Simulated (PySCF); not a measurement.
**Vertical excitation energies**

Species: phosphanamine, H4NP.
SMILES with atom numbers: `[NH2:1][PH2:2]` (hydrogens: H3, H4 on N1; H5, H6 on P2)

Structure used (GFN2-xTB), in Å, numbered top down from 1:
```xyz
6
H4NP angstrom
N      0.8234   -0.1659   -0.1609
P     -0.7658    0.2841   -0.5616
H      0.9944   -0.4218    0.8036
H      1.5196    0.4973   -0.4741
H     -1.3299   -0.9698   -0.3003
H     -1.2386    0.7780    0.6717
```

Method: PySCF 2.14.0, density-fitted response routines, TDDFT B3LYP/def2-SVPD, vertical, gas phase, core orbitals frozen in the response.

```
state  E (eV)  ν̃ (cm⁻¹)       f  main configurations (H = HOMO, L = LUMO)
   S1    5.97      48140  0.0079                    H-1→L (60%), H→L (40%)
   S2    6.17      49770   0.046                    H→L (59%), H-1→L (39%)
   S3    7.21      58170   0.091                  H→L+2 (61%), H→L+1 (37%)
   S4    7.36      59380   0.045                             H-1→L+1 (91%)
   S5    7.47      60280  0.0022   H-1→L+2 (73%), H→L+1 (12%), H→L+2 (10%)
   S6    7.57      61040   0.105   H→L+1 (42%), H→L+2 (24%), H-1→L+2 (22%)
   S7    8.08      65170   0.052                H-1→L+3 (74%), H→L+3 (20%)
   S8    8.22      66280   0.017                H→L+3 (73%), H-1→L+3 (20%)
```

Triplets (Tamm–Dancoff): T1 5.23 eV, H→L (88%); T2 5.63 eV, H-1→L (93%); T3 5.95 eV, H→L+1 (81%), H→L+2 (12%).

The lowest singlet lies at 5.97 eV (208 nm, ultraviolet) and is weak; its leading configuration is HOMO-1→LUMO (60%). The strongest level in the table is S6 at 7.57 eV (164 nm, f = 0.105). Löwdin shares by element: HOMO phosphorus 64%, hydrogen 19% or more, nitrogen 13%; LUMO phosphorus 36%, hydrogen 25% or more, nitrogen 20% (atoms not listed hold the other 20%). Orbital energies (eV): HOMO-3 -11.80, HOMO-2 -10.60, HOMO-1 -7.35, HOMO -7.18, LUMO -0.12, LUMO+1 1.00, LUMO+2 1.18. The oscillator strengths of these states sum to 0.366; summed over the whole spectrum of an exact calculation they would give the number of electrons, 26 (Thomas–Reiche–Kuhn). The listed states span 2.25 eV, and the widest gap between neighbours is 1.04 eV (S2 to S3). Only the lowest 8 singlets were computed, as vertical energies without vibronic structure.

Hardware: Arm Neoverse V2, one thread, no GPU, shared host. Cost: 2.1 s of wall time.

One conformer stands for the species.
